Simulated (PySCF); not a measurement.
Start geometry of phosphabenzene (`c1ccpcc1`) from GFN2-xTB (Å):
```
atom  x, y, z in Å
C1    -0.0408    1.1433   -0.0593
C2    -1.2312    0.4339   -0.0233
C3    -1.2938   -0.9419    0.0430
P4     0.0733   -2.0081    0.0939
C5     1.3595   -0.8461    0.0395
C6     1.1977    0.5215   -0.0280
H7    -0.0799    2.2220   -0.1129
H8    -2.1601    0.9908   -0.0485
H9    -2.2697   -1.4120    0.0665
H10    2.3666   -1.2445    0.0611
H11    2.0837    1.1438   -0.0580
```

**Question.** What comes out of this run: PBE0-D3(BJ)/def2-SVP geometry optimisation, gas phase (PySCF)?

**Answer.** 
```
atom  x, y, z in Å
C1    -0.037    1.197   -0.036
C2    -1.237    0.486   -0.004
C3    -1.299   -0.902    0.064
P4     0.070   -1.971    0.119
C5     1.364   -0.812    0.065
C6     1.209    0.569   -0.003
H7    -0.073    2.288   -0.090
H8    -2.174    1.052   -0.033
H9    -2.289   -1.372    0.085
H10    2.383   -1.214    0.087
H11    2.106    1.196   -0.032
```

The energy falls by 0.62 kcal/mol over 5 energy and gradient evaluations, the largest force component goes from 0.0087 to 8.2e-05 Eh/bohr, and the atoms move by 0.016 Å rms after alignment. Among the bonds, C2–C3, C5–C6, C1–H7, C2–H8, C3–H9, C5–H10 and C6–H11 change most and about equally (+0.012 to +0.013 Å). Bonds longer at the end by more than 0.005 Å: 9 of 11; shorter: 0. Rotational constants go from 5174, 3533, 2100 to 5114, 3494, 2076 MHz. The orientation of the end geometry is arbitrary; only internal coordinates are fixed.

The run used 113 basis functions and 28 SCF cycles in all.

No frequency check.
